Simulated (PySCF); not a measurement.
Species: thiirane, C₂H₄S.
SMILES with atom numbers: `[CH2:1]1[CH2:2][S:3]1`

Definitions: NICS(0) = −σiso at the ring centroid; NICS(1) = −σiso and NICS(1)zz = −σzz at ±1 Å along the ring normal z. Level: GIAO PBE0/pcSseg-1 (PySCF, non-relativistic, gas phase) on the PBE0-D3(BJ)/def2-SVP geometry, one conformer.

Ring bond lengths (Å), with Mayer bond orders in brackets: C1–C2 1.479 (0.99), C2–S3 1.808 (0.96), S3–C1 1.808 (0.96).

What do the NICS probes read (ppm)?

| ring | type | NICS(0) | NICS(1), two faces | NICS(1)zz, two faces | rms pucker (Å) | centre to ring atoms, mean (Å) |
| --- | --- | --- | --- | --- | --- | --- |
| C1–C2–S3 | 3-membered ring with S; formal bonds all single | -47.4 | -8.3 / -8.3 | -24.1 / -24.1 | 0.00 | 0.98 |

What do they say, and how far can they be read as aromaticity?

- C1–C2–S3: mean NICS(1)zz -24.1 ppm, shielded. C1, C2 have four or more neighbours, so the value isn't read as a sign of a π ring current. NICS(0) lies 39 ppm below the mean NICS(1).

How shielded are the nuclei of the rings and their hydrogens (means over atoms taken as equivalent)?

```csv
atoms,environment,σ isotropic (ppm),"principal values of the symmetric part, first atom (ppm)"
C1 (×2),sp3 carbon bound to sulfur,164.5,"132.5, 171.7, 189.2"
S3,sulfide sulfur,770.5,"319.7, 807.0, 1184.9"
H on C1 (×4),methylene hydrogen,29.11,"23.1, 25.3, 39.0"
```
